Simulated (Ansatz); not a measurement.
# Structure relaxation of GaIr₂

These are results of DFT PBE, scalar-relativistic, plane waves, PAW (Ansatz 0.2.0), not measurements. Cutoff 420 eV, Γ-centred k mesh, Gaussian smearing, no spin polarisation in the final step.

The start puts GaIr₂ on the cubic Laves (C15) structure type (Fd-3m, No. 227), with Ga in place of Mg, Ir in place of Cu, at a guessed volume.

```
CELL_PARAMETERS angstrom
0.00000 3.55137 3.55137
3.55137 0.00000 3.55137
3.55137 3.55137 0.00000
ATOMIC_POSITIONS crystal
Ga 0.00000 0.00000 0.00000
Ga 0.25000 0.25000 0.25000
Ir 0.62500 0.62500 0.62500
Ir 0.12500 0.62500 0.62500
Ir 0.62500 0.62500 0.12500
Ir 0.62500 0.12500 0.62500
```

Steps on the 4×4×4 mesh (6 atoms). 5 of 5 steps are shown, and the free energy counts from the last. Trial steps that were taken back and renewals of the plane-wave basis can be among the rows.

| step | ΔF (meV/atom) | V (Å³/atom) | P (GPa) |
| --- | --- | --- | --- |
| 1 | 127.7 | 14.93 | 27.12 |
| 2 | 12.8 | 17.22 | -6.04 |
| 3 | 1.4 | 16.75 | -1.48 |
| 4 | 0.7 | 16.61 | 0.13 |
| 5 | 0.0 | 16.61 | 0.10 |

A final relaxation ran on a 10×10×10 mesh. The relaxed crystal, Fd-3m (No. 227):

```
Ga Ir
1.0
     0.00000    3.68232    3.68232
     3.68232    0.00000    3.68232
     3.68232    3.68232    0.00000
Ga Ir
2 4
Direct
  0.00000 0.00000 0.00000
  0.25000 0.25000 0.25000
  0.62500 0.62500 0.62500
  0.12500 0.62500 0.62500
  0.62500 0.62500 0.12500
  0.62500 0.12500 0.62500
```

| Quantity | Value |
| --- | --- |
| Volume per atom | 16.64 Å³ |
| Density | 15.10 g/cm³ |
| Energy over the elements | 0.39 eV/atom |
| Gap on the 10×10×10 mesh | 0 eV (a metal) |

The zero of energy is the elements' standard structures at the same level; no fitted shifts are applied.

The final run used a 10×10×10 mesh on its 6-atom cell and 0.10 eV smearing. The k mesh leaves about 4 meV/atom of noise in metals. Spin–orbit coupling is left out.

Symmetry constrained the relaxation, so the result can be a saddle point.

Cost: 3 runs of about 1.4 core-minutes in all, on Arm Neoverse V1 (shared hosts).